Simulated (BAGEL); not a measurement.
**C2H3ClF2 (SMILES FCC(F)Cl): B3LYP/cc-pVDZ (density fitting with qzvpp-jkfit)**

What is the energy change on altering one bond length of C2H3ClF2 at B3LYP/cc-pVDZ (density fitting with qzvpp-jkfit)? 

The results are computed with BAGEL 1.2.2.

12 further runs of the same task are left out: 12 set aside as unsound or not needed.

### Step 1. Starting point

C2H3ClF2 has 8 atoms, charge 0, and is taken as a singlet. As SMILES, `FCC(F)Cl`. The shape is that of a PBE0-D4/def2-TZVP optimisation. This is one conformer, not always the lowest.

Bond lengths: F1–C2 1.374 Å, C2–C3 1.507 Å, C3–F4 1.355 Å, C3–Cl5 1.774 Å, C2–H6 1.092 Å, C2–H7 1.093 Å, C3–H8 1.091 Å. Some angles: F1–C2–C3 109.0°, C2–C3–F4 110.3°, C2–C3–Cl5 108.5°, F4–C3–Cl5 109.6°, F1–C2–H6 109.1°, F1–C2–H7 109.2°, C3–C2–H6 109.8°, C3–C2–H7 109.7°, C2–C3–H8 112.4°, F4–C3–H8 108.5°.

### Step 2. The energy at B3LYP/cc-pVDZ (density fitting with qzvpp-jkfit)

Contents of job.json:

```json
{ "bagel": [

{
  "title": "molecule",
  "basis": "cc-pvdz.json",
  "df_basis": "qzvpp-jkfit",
  "angstrom": true,
  "geometry": [
    { "atom": "F", "xyz": [      -0.356100,      -0.815200,       1.579400 ] },
    { "atom": "C", "xyz": [       0.298000,       0.039200,       0.725000 ] },
    { "atom": "C", "xyz": [      -0.320800,      -0.068900,      -0.644800 ] },
    { "atom": "F", "xyz": [      -0.104600,      -1.302200,      -1.162600 ] },
    { "atom": "Cl", "xyz": [       0.420900,       1.153900,      -1.694200 ] },
    { "atom": "H", "xyz": [       0.197500,       1.061200,       1.096600 ] },
    { "atom": "H", "xyz": [       1.353200,      -0.241400,       0.675300 ] },
    { "atom": "H", "xyz": [      -1.395900,       0.116300,      -0.630600 ] }
  ]
},

{
  "title": "ks",
  "xc_func": "b3lyp"
},

{
  "title": "print",
  "file": "orbitals.molden",
  "orbitals": true
}

]}
```

The basis set cc-pVDZ is read from a file made from the Basis Set Exchange's data (not shown).

Run with:

```
$ BAGEL_NUM_THREADS=1 BAGEL job.json > job.out
```

Log:

```text
* using 1 threads per process

  ===============================================================
  ===============================================================

  *** Geometry ***

  { "atom" : "F", "xyz" : [     -0.672931,     -1.540505,      2.984633 ] },
  { "atom" : "C", "xyz" : [      0.563138,      0.074077,      1.370051 ] },
  { "atom" : "C", "xyz" : [     -0.606224,     -0.130202,     -1.218495 ] },
  { "atom" : "F", "xyz" : [     -0.197665,     -2.460801,     -2.196996 ] },
  { "atom" : "Cl", "xyz" : [      0.795386,      2.180555,     -3.201574 ] },
  { "atom" : "H", "xyz" : [      0.373221,      2.005377,      2.072274 ] },
  { "atom" : "H", "xyz" : [      2.557177,     -0.456180,      1.276132 ] },
  { "atom" : "H", "xyz" : [     -2.637869,      0.219775,     -1.191661 ] },

  Number of auxiliary basis functions:      486

  Since a DF basis is specified, we compute 2- and 3-index integrals:
    o Being stored without compression. Storage requirement is 0.031 GB

  Number of basis functions:       89
  Number of electrons      :       50

    * METHOD: MOLECULE                             0.40

  *** Kohn-Sham DFT ***

    * Removing 15867 points whose weight is below 1.00e-10
    * Grid points: 103381

  === Nuclear Repulsion ===
   233.3823098059

       - DIIS with orbital gradients will be used.

  === KS iteration (b3lyp / cc-pvdz.json) ===
      0       -707.14318902          0.10974333           0.64
      1       -662.50907451          0.19844949           0.61
      2       -670.68437864          0.22602990           0.61
      3       -725.76484936          0.08128793           0.61
      4       -729.45603532          0.09547322           0.59
      5       -737.43253344          0.02592072           0.59
      6       -737.71072829          0.01678754           0.59
      7       -737.86534686          0.00790451           0.59
      8       -737.90820497          0.00310123           0.59
      9       -737.91343946          0.00147698           0.60
     10       -737.91485453          0.00038084           0.60
     11       -737.91495463          0.00016011           0.59
     12       -737.91497208          0.00002936           0.60
     13       -737.91497259          0.00000405           0.61
     14       -737.91497259          0.00000238           0.60
     15       -737.91497260          0.00000058           0.60
     16       -737.91497260          0.00000039           0.61
     17       -737.91497260          0.00000008           0.60
     18       -737.91497260          0.00000003           0.60
     19       -737.91497260          0.00000000           0.63
    * SCF iteration converged.

    * Permanent dipole moment:
           (    0.039002,    -0.467323,    -0.235143) a.u.

    * METHOD: KS                                  13.00

    * METHOD: PRINT                                0.03

  ===============================================================
```

Wall time 14 s (1 thread of Arm Neoverse N1, shared host); peak memory 0.45 GiB.

### Step 3. The distorted shape

Contents of dft.json:

```json
{ "bagel": [

{
  "title": "molecule",
  "basis": "cc-pvdz.json",
  "df_basis": "qzvpp-jkfit",
  "angstrom": true,
  "geometry": [
    { "atom": "F", "xyz": [      -0.464196,      -0.198572,       1.838291 ] },
    { "atom": "C", "xyz": [       0.189904,       0.655828,       0.983891 ] },
    { "atom": "C", "xyz": [      -0.428896,       0.547728,      -0.385909 ] },
    { "atom": "F", "xyz": [      -0.104600,      -1.302200,      -1.162600 ] },
    { "atom": "Cl", "xyz": [       0.312804,       1.770528,      -1.435309 ] },
    { "atom": "H", "xyz": [       0.089404,       1.677828,       1.355491 ] },
    { "atom": "H", "xyz": [       1.245104,       0.375228,       0.934191 ] },
    { "atom": "H", "xyz": [      -1.503996,       0.732928,      -0.371709 ] }
  ]
},

{
  "title": "ks",
  "xc_func": "b3lyp"
},

{
  "title": "print",
  "file": "orbitals.molden",
  "orbitals": true
}

]}
```

The basis set cc-pVDZ is read from a file made from the Basis Set Exchange's data (not shown).

Run with:

```
$ BAGEL_NUM_THREADS=1 BAGEL dft.json > dft.out
```

Log:

```text
* using 1 threads per process

  ===============================================================
  ===============================================================

  *** Geometry ***

  { "atom" : "F", "xyz" : [     -0.877203,     -0.375247,      3.473867 ] },
  { "atom" : "C", "xyz" : [      0.358867,      1.239335,      1.859285 ] },
  { "atom" : "C", "xyz" : [     -0.810496,      1.035056,     -0.729262 ] },
  { "atom" : "F", "xyz" : [     -0.197665,     -2.460801,     -2.196996 ] },
  { "atom" : "Cl", "xyz" : [      0.591114,      3.345813,     -2.712341 ] },
  { "atom" : "H", "xyz" : [      0.168949,      3.170635,      2.561507 ] },
  { "atom" : "H", "xyz" : [      2.352906,      0.709078,      1.765365 ] },
  { "atom" : "H", "xyz" : [     -2.842141,      1.385033,     -0.702428 ] },

  Number of auxiliary basis functions:      486

  Since a DF basis is specified, we compute 2- and 3-index integrals:
    o Being stored without compression. Storage requirement is 0.031 GB

  Number of basis functions:       89
  Number of electrons      :       50

    * METHOD: MOLECULE                             0.41

  *** Kohn-Sham DFT ***

    * Removing 15005 points whose weight is below 1.00e-10
    * Grid points: 104243

  === Nuclear Repulsion ===
   215.3932256246

       - DIIS with orbital gradients will be used.

  === KS iteration (b3lyp / cc-pvdz.json) ===
      0       -711.15006056          0.09054065           0.61
      1       -675.54039405          0.20922204           0.59
      2       -693.48968311          0.11140087           0.59
      3       -695.97921500          0.14698605           0.58
      4       -727.09212083          0.07075670           0.58
      5       -733.12815175          0.07075015           0.58
      6       -737.61025208          0.01863348           0.58
      7       -737.06443380          0.03006012           0.58
      8       -737.74005676          0.00926878           0.58
      9       -737.77285962          0.00767551           0.58
     10       -737.80242643          0.00397823           0.59
     11       -737.81772463          0.00096940           0.59
     12       -737.81857017          0.00022979           0.60
     13       -737.81859706          0.00007957           0.59
     14       -737.81859950          0.00005409           0.59
     15       -737.81860149          0.00002536           0.59
     16       -737.81860185          0.00001526           0.59
     17       -737.81860197          0.00000550           0.59
     18       -737.81860200          0.00000204           0.59
     19       -737.81860200          0.00000055           0.59
     20       -737.81860200          0.00000027           0.59
     21       -737.81860200          0.00000012           0.59
     22       -737.81860200          0.00000006           0.59
     23       -737.81860200          0.00000004           0.59
     24       -737.81860200          0.00000003           0.59
     25       -737.81860200          0.00000000           0.59
    * SCF iteration converged.

    * Permanent dipole moment:
           (    0.015334,    -1.509416,    -0.537857) a.u.

    * METHOD: KS                                  16.26

    * METHOD: PRINT                                0.03

  ===============================================================
```

Wall time 17 s (1 thread of Arm Neoverse N1, shared host); peak memory 0.45 GiB.

### Step 4. Results

Level: B3LYP/cc-pVDZ (density fitting with qzvpp-jkfit).

| quantity | value |
| --- | --- |
| first shape: total energy | -737.91497 Eh |
| first shape: dipole moment | 1.33 D |
| first shape: HOMO energy | -8.64 eV |
| first shape: LUMO energy | 0.47 eV |
| first shape: HOMO–LUMO gap | 9.10 eV |
| distorted shape: total energy | -737.81860 Eh |
| distorted shape: dipole moment | 4.07 D |
| distorted shape: HOMO energy | -8.66 eV |
| distorted shape: LUMO energy | -3.38 eV |
| distorted shape: HOMO–LUMO gap | 5.28 eV |
| energy change with the C3–F4 bond stretched from 1.355 to 2.032 Å | 2.622 eV |

**Reading.** With the C3–F4 bond stretched from 1.355 to 2.032 Å the energy rises by 2.62 eV (253 kJ/mol). The first shape isn't relaxed at this level, so the change isn't measured from a minimum.
